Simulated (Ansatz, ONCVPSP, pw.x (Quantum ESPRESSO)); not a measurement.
What a changed setting does to a pw.x run (bcc H)

Potential: optimised norm-conserving Vanderbilt (ONCV), ONCVPSP 4.0.1.1 (patched build), LDA (Perdew-Wang 92); core none, reference 1s1; waves: 1s: rc 0.80 bohr, ncon 3, nbas 6, qcut 8.6 1/bohr, 2 projectors, debl 0.8 Ha; p scattering state at 0.2 Ha: rc 0.75 bohr, ncon 4, nbas 8, qcut 10.5 1/bohr, 2 projectors, debl 3.4 Ha; local part: polynomial inside 0.60 bohr (lpopt 4, dvloc0 2 Ha); core correction: none.

The reference run (k-mesh 18³, cutoffs 80/320 Ry, Fermi–Dirac 0.01 Ry, mixing_beta 0.4, conv_thr 1e-9, no spin) gives -2.94 GPa at 2.974 Å³/atom, where all-electron LAPW gives -2.42 GPa. This run, with its own iteration cap, changes degauss to 0.005.

```
&control
  calculation='scf', prefix='x', pseudo_dir='./', outdir='./tmp', tstress=.true., disk_io='none'
/
&system
  ibrav=0, nat=1, ntyp=1, ecutwfc=80, ecutrho=320, nbnd=7,
  occupations='smearing', smearing='fd', degauss=0.005
/
&electrons
  conv_thr=1e-09, mixing_beta=0.4, electron_maxstep=60
/
ATOMIC_SPECIES
H 1.0 H.UPF
CELL_PARAMETERS angstrom
  -0.90592795 0.90592795 0.90592795
  0.90592795 -0.90592795 0.90592795
  0.90592795 0.90592795 -0.90592795
ATOMIC_POSITIONS crystal
H 0.0000 0.0000 0.0000
K_POINTS automatic
18 18 18 0 0 0
```

```bash
pw.x < H.scf.in > H.scf.out
```

**Question.** How does the run end?

**Answer.** It converges in 3 iterations; the free energy moves by +2.2 meV/atom and the pressure by -0.12 GPa. In a metal, with Fermi–Dirac smearing, F lies below its zero-width value by a term in the square of the width.

```
Message from routine setup:
     using ibrav=0 with symmetry is DISCOURAGED, use correct ibrav instead
     lattice parameter (alat)  =       2.9652  a.u.
     unit-cell volume          =      20.0695 (a.u.)^3
     number of electrons       =         1.00
     number of Kohn-Sham states=            7
     kinetic-energy cutoff     =      80.0000  Ry
     charge density cutoff     =     320.0000  Ry
     scf convergence threshold =      1.0E-09
     Exchange-correlation= SLA  PW   NOGX NOGC
     number of k points=   195  Fermi-Dirac smearing, width (Ry)=  0.0050
     iteration #  1     ecut=    80.00 Ry     beta= 0.40
     total energy              =      -1.07188197 Ry
     estimated scf accuracy    <       0.00001638 Ry
     iteration #  2     ecut=    80.00 Ry     beta= 0.40
     total energy              =      -1.07188244 Ry
     estimated scf accuracy    <       0.00000590 Ry
     iteration #  3     ecut=    80.00 Ry     beta= 0.40
     the Fermi energy is     3.8358 ev
!    total energy              =      -1.07188245 Ry
     estimated scf accuracy    <          1.2E-10 Ry
     smearing contrib. (-TS)   =      -0.00010872 Ry
     The total energy is F=E-TS. E is the sum of the following terms:
     one-electron contribution =       0.63558014 Ry
     hartree contribution      =       0.01691588 Ry
     xc contribution           =      -0.66138203 Ry
     ewald contribution        =      -1.06288773 Ry
     convergence has been achieved in   3 iterations
          total   stress  (Ry/bohr**3)                   (kbar)     P=      -30.55
     Message from routine punch:
     Nothing written, as per user request (disk_io='none')
```

The run took about 2.2 s on one core of a shared host (Intel(R) Xeon(R) 6975P-C, 32 threads, 248 GiB, load 10).
